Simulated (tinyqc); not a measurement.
Inside a calculation. Method: ROHF in the sto-3g basis, for LiH+, spin multiplicity 2. One step of it, computed by the program tinyqc.

Problem. Iteration 3: Roothaan effective Fock matrix. With projectors Pc = D(beta) S, Po = (D(alpha) - D(beta)) S, Pv = 1 - D(alpha) S, the block xy is Px^T F Py; with Fc = (F(alpha) + F(beta))/2, the blocks are Fc for cc, oo, vv and cv, F(beta) for co and F(alpha) for ov.

F(alpha) (hartree):
```
            1Li 1s     1Li 2s    1Li 2px    1Li 2py    1Li 2pz      2H 1s
1Li 1s   -2.712077  -0.722937  -0.001117  -0.001930  -0.001370  -0.112467
1Li 2s   -0.722937  -0.443838  -0.000091   0.000829  -0.124991  -0.353044
1Li 2px  -0.001117  -0.000091  -0.094194  -0.000005   0.000097   0.000123
1Li 2py  -0.001930   0.000829  -0.000005  -0.094228   0.001568   0.002334
1Li 2pz  -0.001370  -0.124991   0.000097   0.001568  -0.259962  -0.441451
2H 1s    -0.112467  -0.353044   0.000123   0.002334  -0.441451  -0.725359
```

F(beta) (hartree):
```
            1Li 1s     1Li 2s    1Li 2px    1Li 2py    1Li 2pz      2H 1s
1Li 1s   -2.707649  -0.722278  -0.001116  -0.001911  -0.001311  -0.111370
1Li 2s   -0.722278  -0.361743  -0.000188  -0.000697  -0.015415  -0.150762
1Li 2px  -0.001116  -0.000188  -0.084339  -0.000003  -0.000012  -0.000034
1Li 2py  -0.001911  -0.000697  -0.000003  -0.084339  -0.000156  -0.000157
1Li 2pz  -0.001311  -0.015415  -0.000012  -0.000156  -0.109928  -0.154803
2H 1s    -0.111370  -0.150762  -0.000034  -0.000157  -0.154803  -0.066043
```

D(alpha) after iteration 2:
```
            1Li 1s     1Li 2s    1Li 2px    1Li 2py    1Li 2pz      2H 1s
1Li 1s    0.997595   0.001502   0.003059   0.005930  -0.016486  -0.074961
1Li 2s    0.001502   0.049238  -0.000084  -0.002260   0.051339   0.174608
1Li 2px   0.003059  -0.000084   0.000010   0.000022  -0.000143  -0.000544
1Li 2py   0.005930  -0.002260   0.000022   0.000140  -0.002465  -0.008496
1Li 2pz  -0.016486   0.051339  -0.000143  -0.002465   0.053858   0.183514
2H 1s    -0.074961   0.174608  -0.000544  -0.008496   0.183514   0.625662
```

D(beta) after iteration 2:
```
            1Li 1s     1Li 2s    1Li 2px    1Li 2py    1Li 2pz      2H 1s
1Li 1s    0.989082   0.021875   0.002996   0.004940   0.004921  -0.001980
1Li 2s    0.021875   0.000484   0.000066   0.000109   0.000109  -0.000044
1Li 2px   0.002996   0.000066   0.000009   0.000015   0.000015  -0.000006
1Li 2py   0.004940   0.000109   0.000015   0.000025   0.000025  -0.000010
1Li 2pz   0.004921   0.000109   0.000015   0.000025   0.000024  -0.000010
2H 1s    -0.001980  -0.000044  -0.000006  -0.000010  -0.000010   0.000004
```

overlap S:
```
           1Li 1s    1Li 2s   1Li 2px   1Li 2py   1Li 2pz     2H 1s
1Li 1s   1.000000  0.241137  0.000000  0.000000  0.000000  0.035425
1Li 2s   0.241137  1.000000  0.000000  0.000000  0.000000  0.324272
1Li 2px  0.000000  0.000000  1.000000  0.000000  0.000000  0.000000
1Li 2py  0.000000  0.000000  0.000000  1.000000  0.000000  0.000000
1Li 2pz  0.000000  0.000000  0.000000  0.000000  1.000000  0.449131
2H 1s    0.035425  0.324272  0.000000  0.000000  0.449131  1.000000
```

Give: effective F.

Solution.

effective F (hartree):
```
          1Li 1s   1Li 2s  1Li 2px  1Li 2py  1Li 2pz    2H 1s
1Li 1s   -2.7099  -0.7223  -0.0011  -0.0019  -0.0008  -0.1102
1Li 2s   -0.7223  -0.3675  -0.0002  -0.0012  -0.0307  -0.2243
1Li 2px  -0.0011  -0.0002  -0.0893   0.0000   0.0000   0.0000
1Li 2py  -0.0019  -0.0012   0.0000  -0.0892  -0.0008  -0.0005
1Li 2pz  -0.0008  -0.0307   0.0000  -0.0008  -0.1418  -0.2753
2H 1s    -0.1102  -0.2243   0.0000  -0.0005  -0.2753  -0.4370
```
